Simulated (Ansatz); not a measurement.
**FH₄NSi: up Jacob's ladder to CCSD(T)**

Aim: compute FH₄NSi with functionals from several rungs and with coupled cluster. The yardstick is the atomisation energy at the CCSD(T) limit.

The runs use Ansatz 0.2.0, Gaussian basis; functionals in def2-TZVPP, the program's frozen cores in correlated methods.

Levels to be run: LDA (SPW92), PBE-D4, revPBE-D4, BLYP-D4, r2SCAN-D4, B97M-V, PBE0-D4, B3LYP-D4, r2SCANh-D4, r2SCAN0-D4, HSE06-D4, BHLYP-D4, CAM-B3LYP-D4, LC-ωPBE, ωB97X-V, ωB97M-V, B2PLYP, PBE-QIDH; CCSD(T)/def2-SVP; CCSD(T)/def2-TZVPP; MP2/def2-QZVPP; extrapolation to the limit; RPA on PBE.

## (1) Structure used throughout

An earlier PBE0-D4 in a triple-zeta def2 set relaxation fixed the geometry.

SMILES `N[SiH2]F`, 7 atoms, charge 0, spin multiplicity 1.

Atoms are counted from 1 here; the program's logs count them from 0.

Bond lengths: N1–Si2 1.695 Å, N1–H4 1.006 Å, N1–H5 1.006 Å, Si2–F3 1.605 Å, Si2–H6 1.479 Å, Si2–H7 1.479 Å. Angles: Si2–N1–H4 122.0°, Si2–N1–H5 122.0°, H4–N1–H5 111.8°, N1–Si2–F3 114.6°, N1–Si2–H6 108.3°, N1–Si2–H7 108.3°, F3–Si2–H6 105.8°, F3–Si2–H7 105.8°, H6–Si2–H7 114.0°.

Geometry (Å):

```csv
atom,x (Å),y (Å),z (Å)
N1,-0.7615,0.3390,-0.6252
Si2,0.5311,-0.1157,0.3734
F3,0.5151,-1.6539,0.8298
H4,-0.7866,0.1051,-1.6036
H5,-1.6822,0.5135,-0.2584
H6,0.4559,0.6762,1.6207
H7,1.7894,0.0680,-0.3823
```

## (2) LDA

This LDA is Slater exchange with PW92 correlation.

File in.yaml:

```yaml
crystal:
  periodic: [false, false, false]
  atoms:
    - {symbol: N, position_ang: [-0.761477, 0.339004, -0.625183]}
    - {symbol: Si, position_ang: [0.531091, -0.115712, 0.373420]}
    - {symbol: F, position_ang: [0.515109, -1.653947, 0.829813]}
    - {symbol: H, position_ang: [-0.786636, 0.105062, -1.603614]}
    - {symbol: H, position_ang: [-1.682215, 0.513456, -0.258446]}
    - {symbol: H, position_ang: [0.455904, 0.676188, 1.620654]}
    - {symbol: H, position_ang: [1.789425, 0.068050, -0.382342]}
basis:
  gaussian: {orbitals: def2-TZVPP}
hamiltonian: {xc: lda}
output: {orbitals: {seedname: orbitals}}
```

After this run come: PBE-D4 (GGA); revPBE-D4 (GGA); BLYP-D4 (GGA); r2SCAN-D4 (meta-GGA); B97M-V (meta-GGA); PBE0-D4 (hybrid); B3LYP-D4 (hybrid); r2SCANh-D4 (hybrid); r2SCAN0-D4 (hybrid); HSE06-D4 (hybrid); BHLYP-D4 (hybrid); CAM-B3LYP-D4 (range-separated); LC-ωPBE-D4 (range-separated); ωB97X-V (range-separated); ωB97M-V (range-separated); B2PLYP (double hybrid); PBE-QIDH (double hybrid); CCSD(T) in def2-SVP; CCSD(T) in def2-TZVPP; MP2 in def2-QZVPP; RPA on PBE orbitals.

Q: Predict the results of all the runs planned. Wanted: atomisation energy, CCSD(T)/CBS; farthest beyond LDA; mean size of error, GGA; mean size of error, meta-GGA; mean size of error, hybrid; mean size of error, range-separated; mean size of error, double hybrid; gap, smallest and largest; T1 diagnostic.

As calculated:

| quantity | value |
| --- | --- |
| atomisation energy, CCSD(T)/CBS | 2446.4 kJ/mol |
| functionals within 12.2 kJ/mol (0.5 %) | PBE-D4, B3LYP-D4, CAM-B3LYP-D4, ωB97X-V, ωB97M-V |
| farthest beyond LDA | BHLYP-D4 (-76.3 kJ/mol) |
| mean size of error, GGA | 27.7 kJ/mol |
| mean size of error, meta-GGA | 21.6 kJ/mol |
| mean size of error, hybrid | 48.7 kJ/mol |
| mean size of error, range-separated | 10.9 kJ/mol |
| mean size of error, double hybrid | 43.5 kJ/mol |
| gap, smallest and largest | 6.27 eV (BLYP-D4), 13.74 eV (LC-ωPBE) |
| T1 diagnostic | 0.0107 |
| triples share of the correlation energy | 3.0 % |

The LDA atomisation energy is off by 295.6 kJ/mol (12 %): it overbinds. PBE-D4 is off by -6.1 kJ/mol. Double hybrids carry the basis error of their MP2 part in triple zeta, and no dispersion term here, so their miss is partly the set-up's. By mean error the best rung here is range-separated (10.9 kJ/mol) and the worst beyond LDA is hybrid (48.7 kJ/mol). The mean of the hybrids holds BHLYP, with half exact exchange. The reference freezes the cores and leaves out relativity and excitations past (T), so misses under about 12.2 kJ/mol can't be ranked. Hartree-Fock recovers 72 % of the binding; the rest is correlation. CCSD(T) in def2-SVP is off by -216.2 kJ/mol, so the small basis spoils what the method gains. The gap grows from 6.3 to 13.7 eV across the functionals, mostly with the share of exact exchange.
